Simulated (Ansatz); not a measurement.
Relaxing Fe2F

Level of theory: Ansatz, DFT PBE, scalar-relativistic, plane waves, PAW. Cutoff 420 eV, Γ-centred k mesh, Gaussian smearing, collinear spin, first started from parallel moments.

A relaxed cell is given with its space group left out.

```
Fe F
1.0
     5.27103    0.00000    0.00000
     0.00000    5.44093    0.00000
     0.00000    0.00000    2.57347
Fe F
4 2
Cartesian
  1.7178 4.6937 1.2867
  4.3534 3.4677 0.0000
  3.5532 0.7472 1.2867
  0.9177 1.9732 0.0000
  2.6355 2.7205 1.2867
  0.0000 0.0000 0.0000
```

Energies over the elements count from the elements' standard structures at the same level (F₂ as a molecule), with no empirical corrections.

(1) What space group does it have?

(2) How far does it lie from the elements in energy?

(3) Is it a metal?

(4) What net moment does it keep?

Results:

(1) Pnnm (No. 58). Conventional cell: a = 5.271 Å, b = 5.441 Å, c = 2.573 Å. Fe is coordinated by 3 F at 2.18–2.27 Å, 1 Fe at 2.37 Å and 2 Fe at 2.57 Å; around F lie 6 Fe at 2.18–2.27 Å and 2 F at 2.57 Å.

(2) -0.15 eV/atom.

(3) Yes, bands cross the Fermi level on the 8×8×14 mesh.

(4) 2.10 μB per atom, with site moments up to 2.97 μB.

The final run used a 8×8×14 mesh on its 6-atom cell and 0.10 eV smearing. For metals, differences of a few meV/atom aren't resolved. The cell came from a trial start, so Fe2F may not exist in this structure.

Cost: 3 runs of about 17 core-minutes in all, on Arm Neoverse V2 (shared hosts).